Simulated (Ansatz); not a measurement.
A nudged elastic band was laid between two geometries of H$_{5}$NOSi (8 atoms, charge 0, multiplicity 1).

The calculation used RKS B3LYP-D4/def2-TZVP in Ansatz 0.2.0.

| Item | Value |
| --- | --- |
| movable images | 5 |
| climbing image | yes |
| spring | 5.0 eV/Å² |
| optimiser | quadratic models (default) |
| start path | straight line |
| force threshold | 0.05 eV/Å |
| iteration limit | 60 |
| end points | relaxed |

First end point:

```xyz
8
Properties=species:S:1:pos:R:3
N -0.863 0.692 -0.762
Si 0.453 0.091 0.141
O 0.129 -1.409 0.763
H -1.069 0.333 -1.681
H -1.696 1.028 -0.306
H 0.714 1.038 1.251
H 1.624 0.008 -0.764
H 0.799 -1.838 1.302
```

Last end point:

```xyz
8
Properties=species:S:1:pos:R:3
N -0.967 0.466 -0.600
Si 0.583 0.154 0.049
O 0.848 -1.388 0.587
H -1.311 0.062 -1.455
H -1.687 0.941 -0.083
H 0.733 1.127 1.157
H 1.618 0.312 -0.990
H 0.276 -1.732 1.278
```

Problem. Which bonds break or form, and what moves?

Solution. No bond is made or broken. The dihedral N1–Si2–O3–H8 goes from -179 to -59°.

Problem. What energy profile does the band end with?

Solution. The run converged. The highest image is number 2 of 0 to 6, 0.0 kcal/mol above the first end and 0.6 kcal/mol above the last; the last end lies 0.6 kcal/mol below the first. The top lies less than 8 meV above the higher end, about what the thresholds resolve: that end is a shoulder or a very shallow well. Another band between the same ends (5 images) ends at a top of the same energy, where a vibrational analysis finds 1 clearly imaginary mode.

```
image  path coordinate (Å)  energy (kcal/mol)  dihedral N1–Si2–O3–H8 (°)
    0                 0.00                0.0                       -179
    1                 0.27                0.0                       -161
    2                 0.54                0.0                       -137
    3                 0.79                0.0                       -113
    4                 1.04               -0.3                        -90
    5                 1.29               -0.5                        -73
    6                 1.55               -0.6                        -59
```

Problem. What is the geometry of the highest image?

Solution. 
```xyz
8
Properties=species:S:1:pos:R:3:forces:R:3
N -0.905 0.667 -0.712 0.00 -0.01 0.01
Si 0.490 0.077 0.078 0.00 0.00 -0.01
O 0.323 -1.470 0.648 0.00 -0.01 0.04
H -1.069 0.464 -1.685 0.00 0.00 0.00
H -1.771 0.812 -0.217 0.00 0.00 -0.01
H 0.796 0.946 1.240 0.00 0.00 0.00
H 1.568 0.113 -0.933 0.00 0.01 0.00
H 0.660 -1.666 1.525 -0.01 0.01 -0.03
```

The band took 9 iterations and about 3 core-minutes.

Run time: 95 s on 2 threads of Arm Neoverse V1 (shared host), peak memory 0.21 GiB.
